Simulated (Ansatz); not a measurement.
Mulliken charges of C$_{2}$H$_{4}$FNOS, SMILES `NC(O)(F)C=S` from PBE/def2-TZVPP in Ansatz (PBE0-D4/def2-TZVP geometry).

```json
{"atom": "N1", "x (Å)": "0.274", "y (Å)": "-1.229", "z (Å)": "-0.587", "charge (e)": "-0.294"}
{"atom": "C2", "x (Å)": "-0.157", "y (Å)": "-0.144", "z (Å)": "0.196", "charge (e)": "0.331"}
{"atom": "O3", "x (Å)": "0.395", "y (Å)": "-0.297", "z (Å)": "1.454", "charge (e)": "-0.259"}
{"atom": "F4", "x (Å)": "-1.536", "y (Å)": "-0.099", "z (Å)": "0.340", "charge (e)": "-0.166"}
{"atom": "C5", "x (Å)": "0.327", "y (Å)": "1.155", "z (Å)": "-0.429", "charge (e)": "-0.123"}
{"atom": "S6", "x (Å)": "-0.575", "y (Å)": "2.358", "z (Å)": "-0.972", "charge (e)": "-0.138"}
{"atom": "H7", "x (Å)": "-0.199", "y (Å)": "-1.247", "z (Å)": "-1.479", "charge (e)": "0.161"}
{"atom": "H8", "x (Å)": "0.135", "y (Å)": "-2.101", "z (Å)": "-0.092", "charge (e)": "0.162"}
{"atom": "H9", "x (Å)": "0.001", "y (Å)": "0.367", "z (Å)": "2.030", "charge (e)": "0.203"}
{"atom": "H10", "x (Å)": "1.417", "y (Å)": "1.186", "z (Å)": "-0.459", "charge (e)": "0.124"}
```

Problem. By hand: the dipole of these point charges (1 e Å = 4.8032 D).

Solution. Σ q r = (0.225, -0.380, 0.093) e Å, of length 0.451 e Å = 2.17 D.

Problem. How does the dipole of the full density compare? (An estimate is asked.)

Solution. Ansatz gave: (0.086, -0.237, 0.078) e Å, 1.27 D; the point charges give 1.71 times that, at 12° from its direction.

Point charges leave out the atoms' own dipoles, such as those of lone pairs, and Mulliken's split depends on the basis, so the two needn't agree.
